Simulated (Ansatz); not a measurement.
## Pulling the pair apart

The pair of NH$_{4}$⁺ (SMILES [NH4+], atoms 1–5) and SO$_{2}$ (SMILES O=S=O, atoms 6–8), both closed shells, in one local arrangement (a lower one may exist), relaxed at PBE0-D4/def2-TZVP:

N1  (0.075, 0.066, -1.351)
H2  (-0.228, -0.888, -1.549)
H3  (0.088, 0.232, -0.314)
H4  (-0.568, 0.722, -1.795)
H5  (1.012, 0.207, -1.732)
O6  (-0.493, -1.184, 2.760)
S7  (-0.053, 0.165, 2.659)
O8  (0.168, 0.681, 1.321)
(Å)

SO$_{2}$ is shifted rigidly along the line between the mean atom positions of the two fragments (negative: closer). Counterpoise interaction energies in kJ/mol. Computed with Ansatz 0.2.0 (basis: def2-TZVPPD); correlated methods freeze the cores. B3LYP uses VWN-RPA correlation.

| shift (Å) | PBE0-D4 | B3LYP-D4 | wB97M-V |
| --- | --- | --- | --- |
| -0.17 | -62.0 | -61.6 | -58.9 |
| -0.08 | -65.5 | -65.6 | -63.2 |
| 0.00 | -66.6 | -67.1 | -65.0 |
| 0.08 | -66.1 | -66.9 | -64.9 |
| 0.20 | -63.5 | -64.6 | -63.0 |
| 0.42 | -56.3 | -57.4 | -56.3 |
| 0.85 | -42.0 | -42.7 | -42.3 |
| 1.70 | -24.2 | -24.4 | -24.8 |

Task: What does CCSD(T) give at these shifts? (An estimate is asked for; the value comes from the calculation.)

Result: Computed: -53.9, -58.7, -60.9, -61.2, -59.7, -53.7, -40.7, -23.8 kJ/mol. For zero shift, CCSD(T) at an estimated basis limit (MP2 extrapolated from triple and quadruple zeta, plus CCSD(T) − MP2 in triple zeta) gives -62.8 kJ/mol. These are counterpoise interaction energies, counted from the two frozen fragments.

No T1 diagnostic of these runs exceeds 0.019. The restricted Hartree–Fock reference is unstable towards an unrestricted one here.

For scale, one of the runs: CCSD(T)/def2-TZVPPD, 236 basis functions, launched by `ansatz run in.yaml --threads 4 --pin off --events-out ev --progress --plain --max-ram 9574MiB`. The run took 46 s on 4 CPU threads of an Intel Xeon Platinum 8488C (shared host), with 4.4 GiB of host memory at its peak.
